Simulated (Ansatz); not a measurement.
# AlBHF+ (quartet): the correlation ladder, cc-pVDZ

Aim: climb from Hartree-Fock through coupled cluster for AlBHF+ (quartet) at one geometry and basis, and see what each rung misses.

The runs use Ansatz 0.2.0, Gaussian basis; cc-pVDZ, core rule «outside noble gas», up to 7 orbitals frozen.

To be run: UHF; CCSD(T) on ROHF; CCSD(T) on UHF; BCCD(T) on ROHF; CISD; CCSDT(Q) on ROHF; CCSDT(Q) on UHF.

26 further runs of the same task are left out: 9 that didn't finish, 17 set aside as unsound or not needed.

**1. The system**

The geometry is a PBE0/def2-TZVP stationary point (not a proven minimum) of the parent state, kept for this charge and spin.

4 atoms, charge 1, spin multiplicity 4.

Atoms are counted from 1 here; the program's logs count them from 0.

Bond lengths: Al1–B2 2.110 Å, B2–F3 1.327 Å, B2–H4 1.205 Å. Angles: Al1–B2–F3 126.1°, Al1–B2–H4 112.4°, F3–B2–H4 121.5°.

**2. UHF**

Input file in.yaml:

```yaml
crystal:
  periodic: [false, false, false]
  atoms:
    - {symbol: Al, position_ang: [0.000000, -0.075183, 1.427166]}
    - {symbol: B, position_ang: [0.000000, 0.523760, -0.596061]}
    - {symbol: F, position_ang: [0.000000, -0.282645, -1.649481]}
    - {symbol: H, position_ang: [0.000000, 1.722317, -0.719901]}
basis:
  gaussian: {orbitals: cc-pVDZ}
total_charge: 1
magnetization: {spin_polarized: true, initial_magnetization: 3}
hamiltonian: {xc: hf}
output: {orbitals: {seedname: orbitals}}
```

Launch:

```bash
ansatz run in.yaml --threads 1 --pin off --events-out ev --progress --plain --max-ram 2393MiB
```

The runs that follow: CCSD(T) on ROHF; CCSD(T) on UHF; BCCD(T) on ROHF; CISD; CCSDT(Q) on ROHF; CCSDT(Q) on UHF.

Before running them: what should the planned runs give, taken together? Wanted: UCCSDT(Q) below the RHF energy; RMP2 from UCCSDT(Q); UMP2 from UCCSDT(Q); RCCSD from UCCSDT(Q); RCCSD(T) from UCCSDT(Q); UCCSD(T) from UCCSDT(Q); RCCSDT(Q) from UCCSDT(Q); T1 diagnostic.

The runs gave:

| quantity | value |
| --- | --- |
| UCCSDT(Q) below the RHF energy | -8.3117 eV |
| RMP2 from UCCSDT(Q) | +814.1 meV |
| UMP2 from UCCSDT(Q) | +794.2 meV |
| RCCSD from UCCSDT(Q) | +269.2 meV |
| RCCSD(T) from UCCSDT(Q) | +53.1 meV |
| UCCSD(T) from UCCSDT(Q) | +52.1 meV |
| RCCSDT(Q) from UCCSDT(Q) | +8.2 meV |
| levels within 1 kcal/mol (43 meV) | RCCSDT, UCCSDT, RCCSDT(Q) |
| T1 diagnostic | 0.039 |

In words: RCCSD(T) lands +53.1 meV from the yardstick (0.6 % of the correlation energy). These misses are within one basis, not against nature; the frozen cores of restricted and unrestricted runs differ, which can shift their rows.
